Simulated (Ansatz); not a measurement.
We consider PdS (P4₂/m, No. 84), described by HSE06+SOC in Ansatz (PAW).

Run with plane-wave cutoff 460 eV, 4×4×4 k mesh, Fermi–Dirac smearing 0.01 eV, PAW data made under PBE.

Cell (measured lattice):

```cif
data_Pd8S8
_chemical_formula_sum 'Pd8 S8'
_space_group_name_H-M_alt 'P 1'
_space_group_IT_number 1
_cell_length_a 6.42900
_cell_length_b 6.42900
_cell_length_c 6.61100
_cell_angle_alpha 90.000
_cell_angle_beta 90.000
_cell_angle_gamma 90.000
loop_
_space_group_symop_operation_xyz
  'x, y, z'
loop_
_atom_site_label
_atom_site_type_symbol
_atom_site_fract_x
_atom_site_fract_y
_atom_site_fract_z
_atom_site_occupancy
Pd1 Pd 0.00000 0.00000 0.25000 1
Pd2 Pd 0.00000 0.00000 0.75000 1
Pd3 Pd 0.50000 0.00000 0.00000 1
Pd4 Pd 0.00000 0.50000 0.50000 1
Pd5 Pd 0.25710 0.46780 0.00000 1
Pd6 Pd 0.74290 0.53220 0.00000 1
Pd7 Pd 0.53220 0.25710 0.50000 1
Pd8 Pd 0.46780 0.74290 0.50000 1
S1 S 0.30750 0.19360 0.22900 1
S2 S 0.69250 0.80640 0.77100 1
S3 S 0.80640 0.30750 0.72900 1
S4 S 0.19360 0.69250 0.27100 1
S5 S 0.69250 0.80640 0.22900 1
S6 S 0.30750 0.19360 0.77100 1
S7 S 0.19360 0.69250 0.72900 1
S8 S 0.80640 0.30750 0.27100 1
```

What does this level give for the band gap and smallest direct gap on the k points sampled?


band gap: 0.86 eV (on the SCF k mesh) (indirect)
smallest direct gap on the k points sampled: 1.07 eV

Note: cell and atoms aren't relaxed at this level (pressure 0.9 GPa).

The computed numbers hold no vibrational or temperature effects.

Ansatz is a first-principles code.
